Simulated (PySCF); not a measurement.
How methods differ on the ionisation energy of Ar

Ar [Ar] (1S) → Ar⁺ [Ne] 3s2 3p5 (2P), as a difference of total energies. Computed with PySCF 2.14 in ANO-RCC-VTZP (5s4p2d1f, 34 functions), with the spin-free X2C one-electron Hamiltonian (Gaussian nucleus). Correlated levels: valence: [Ne] frozen. The calculations carry no spin-orbit coupling.

```
           method  ionisation energy (eV)
              UHF                  14.543
    MP2 (valence)                  15.694
SCS-MP2 (valence)                  15.588
   CCSD (valence)                  15.510
CCSD(T) (valence)                  15.558
  CCSDT (valence)                  15.552
```

Errors of the correlated levels include the incompleteness of this basis and the frozen core.

Question: Which method comes closest to the reference value, and which is furthest?

Answer: The reference is 15.819 eV (measured; NIST levels, between the centres of gravity of the two terms). Closest: MP2 (valence) (error -0.125 eV); furthest: UHF (error -1.276 eV).
